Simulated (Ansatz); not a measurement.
A calculation with Ansatz (development build ahead of 0.2.0).

```yaml
crystal:
  periodic: [false, false, false]
  atoms:
    - { symbol: C, position_ang: [0.0, 0.0, -1.02717] }
    - { symbol: S, position_ang: [0.0, 0.0, 0.38519] }
basis:
  gaussian: { orbitals: cc-pVTZ }
hamiltonian:
  xc: hf
correlation:
  method: mp2
  frozen_orbitals: { C: 1, S: 5 }
```

The input is written out in the form of the current development build from the run's settings.

The run gave:

```json
{
  "Converged": "yes",
  "Reference energy": "-435.33786 hartree",
  "Correlation energy": "-0.29577 hartree",
  "Total energy": "-435.63363 hartree",
  "Spin squared of the determinant": "0.000"
}
```
